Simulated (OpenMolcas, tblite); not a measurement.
## How methods differ on CH7BSi (SMILES CB[SiH3])

CH7BSi: 10 atoms, total charge 0, spin state singlet. SMILES: `CB[SiH3]`. Geometry: relaxed at PBE0-D4/def2-TZVP.

Each level gives the vertical energy of the triplet above the singlet (eV). The values are calculated.

```json
{"level": "GFN2-xTB", "kind": "semi-empirical", "program": "tblite", "value (eV)": "2.62"}
{"level": "IPEA1-xTB", "kind": "semi-empirical", "program": "tblite", "value (eV)": "2.96"}
{"level": "HF/6-311+G**", "kind": "Hartree–Fock", "program": "OpenMolcas", "value (eV)": "3.68"}
{"level": "SVWN5/6-311+G**", "kind": "LDA", "program": "OpenMolcas", "value (eV)": "3.54"}
{"level": "BLYP/6-311+G**", "kind": "GGA", "program": "OpenMolcas", "value (eV)": "3.62"}
{"level": "r2SCAN/6-311+G**", "kind": "meta-GGA", "program": "OpenMolcas", "value (eV)": "3.46"}
{"level": "PBE0/6-311+G**", "kind": "global hybrid", "program": "OpenMolcas", "value (eV)": "3.63"}
```

The values span 2.62 to 3.68 eV. The upper state's dipole differs much between rows, so they may not all be the same state.
